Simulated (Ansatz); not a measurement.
**Al2B (quartet): wave-function methods side by side, def2-QZVPP**

An exercise on one series of results from a longer session: the logs are not shown, and one member is left open.

Method: def2-QZVPP, core rule «outside noble gas», up to 11 orbitals frozen; program: Ansatz 0.2.0, Gaussian basis.

Plan: UHF; ROHF; CCSD(T) on UHF.

2 further runs of the same task are left out: 2 set aside as unsound or not needed.

**The geometry**

The geometry is a PBE0/def2-TZVP stationary point (not a proven minimum) of the parent state, kept for this charge and spin.

3 atoms, charge 0, spin multiplicity 4.

Atoms are counted from 1 here; the program's logs count them from 0.

Bond lengths: Al1–B2 2.081 Å, B2–Al3 2.081 Å. Angles: Al1–B2–Al3 180.0°.

As a file:

```
Al    0.0000    0.0000    2.0809
B     0.0000    0.0000    0.0000
Al    0.0000    0.0000   -2.0809
```

Set-up of the first run:

The input, in.yaml:

```yaml
crystal:
  periodic: [false, false, false]
  atoms:
    - {symbol: Al, position_ang: [0.000000, 0.000000, 2.080901]}
    - {symbol: B, position_ang: [0.000000, 0.000000, 0.000000]}
    - {symbol: Al, position_ang: [0.000000, 0.000000, -2.080901]}
basis:
  gaussian: {orbitals: "def2-QZVPP.json"}
magnetization: {spin_polarized: true, initial_magnetization: 3}
hamiltonian: {xc: hf}
output: {orbitals: {seedname: orbitals}}
```

Run with:

```
> ansatz run in.yaml --threads 1 --pin off --events-out ev --progress --plain --max-ram 2393MiB
```

Steps of the session up to this table: UHF; ROHF; CCSD(T) on UHF.

One table of the session follows, with a row left open; its other results are not shown here.

```
  method  from UCCSD(T) (kcal/mol)
    ROHF                         ?
     UHF                   +144.29
    UMP2                    +28.98
   UCCSD                     +9.51
UCCSD(T)                         0
```

Q: Estimate the row for ROHF from the others.

As computed: from UCCSD(T) (kcal/mol): +146.90. In the column «from UCCSD(T) (kcal/mol)» it is the highest.
